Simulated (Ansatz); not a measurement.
Relaxation of C2H4OS2 (9 atoms, charge 0, multiplicity 1), to a largest force component of 0.015 eV/Å in at most 40 steps.

Level of theory: RKS PBE-D4/def2-SVP in Ansatz 0.2.0.

```xyz
9
Properties=species:S:1:pos:R:3:forces:R:3
C -0.164 0.395 1.415 -0.79 3.27 0.09
S 0.882 0.636 -0.018 0.19 -0.95 -0.66
C 0.944 2.397 -0.100 -0.34 1.05 -1.69
O 0.610 2.853 -1.374 1.43 2.34 3.02
S 1.396 3.459 1.043 -0.10 0.03 0.46
H -0.486 -0.594 1.535 -0.37 -2.21 0.04
H 0.334 0.780 2.308 0.36 -0.05 0.48
H -1.078 1.060 1.280 0.56 -0.68 0.11
H 0.383 2.133 -1.903 -0.94 -2.81 -1.84
```

Q: Where does it end, and by what steps?

A: It converged. After 9 steps the energy has fallen by 0.557 eV; S2 moved furthest, 0.72 Å.

```tsv
step	energy less start (eV)	largest force component (eV/Å)	accepted
0	0.0000	3.272	yes
1	-0.3652	1.315	yes
2	-0.4012	1.267	yes
3	-0.4541	1.376	yes
4	-0.5164	0.688	yes
5	-0.5437	0.259	yes
6	-0.5566	0.074	yes
7	-0.5571	0.063	yes
8	-0.5573	0.020	yes
9	-0.5573	0.003	yes
```

```xyz
9
Properties=species:S:1:pos:R:3
C -0.163 0.432 1.514
S 0.204 0.726 -0.233
C 0.719 2.435 -0.212
O 1.040 2.872 -1.447
S 0.814 3.407 1.104
H -0.467 -0.630 1.589
H 0.739 0.629 2.124
H -0.981 1.099 1.845
H 0.915 2.147 -2.099
```

Whether the end is a true minimum wasn't checked by a vibrational analysis.

Run time: 19 s on 2 threads of Arm Neoverse V1 (shared host), peak memory 0.14 GiB.
